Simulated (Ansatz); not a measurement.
C6H6O, singlet, geometry from GFN2-xTB of the parent state; BLYP/3-21G (Ansatz, a quantum-chemistry and plane-wave program).

The Ansatz input:
Ansatz 0.2 input:
```yaml
crystal:
  periodic: [false, false, false]
  atoms:
    - {symbol: O, position_ang: [2.30324766, -0.29044936, -0.28643210]}
    - {symbol: C, position_ang: [0.91161207, -0.12210984, -0.11657696]}
    - {symbol: C, position_ang: [0.08230356, -1.14396439, -0.51884983]}
    - {symbol: C, position_ang: [-1.35179185, -0.97435132, -0.34554535]}
    - {symbol: C, position_ang: [-1.82996128, 0.19529056, 0.21165716]}
    - {symbol: C, position_ang: [-0.99354446, 1.21468726, 0.61234545]}
    - {symbol: C, position_ang: [0.44236935, 1.05263351, 0.44230941]}
    - {symbol: H, position_ang: [2.70457944, 0.51868873, 0.04940787]}
    - {symbol: H, position_ang: [0.48497307, -2.04922457, -0.95231280]}
    - {symbol: H, position_ang: [-2.02104399, -1.76934461, -0.65687925]}
    - {symbol: H, position_ang: [-2.90810189, 0.31686675, 0.33928197]}
    - {symbol: H, position_ang: [-1.37718144, 2.13113254, 1.04953689]}
    - {symbol: H, position_ang: [1.12486915, 1.84236136, 0.75038290]}
basis:
  gaussian:
    orbitals: 3-21G.json
hamiltonian:
  xc: blyp
```
The basis file holds 3-21G in the JSON format of the Basis Set Exchange.

The log (banner, timings and long lists left out):

```
Functional definition: BLYP
983 factors; integrals over basis functions are off by at most 9.5e-4 eV
mean field evaluation 1: about -8308.9403 eV, gradient 6.0e1 eV
mean field evaluation 2: about -8305.0098 eV, gradient 7.2e1 eV
mean field evaluation 4: about -8316.8831 eV, gradient 6.5e0 eV
mean field evaluation 8: about -8316.9282 eV, gradient 5.1e-1 eV
mean field evaluation 16: about -8316.9289 eV, gradient 1.3e-4 eV
mean field -8316.92887088 eV, -305.6414985878 hartree, gradient 6.7e-5 eV, S^2 0.000000; 0 other end points of the search recorded, 0 dependent functions left out
reference -8316.92916609 eV, -305.6415094367 hartree; 25, 25 occupied and 50, 50 virtual orbitals, 983 factors
Total energy: -8316.92916609 eV, -305.6415094367 hartree
```
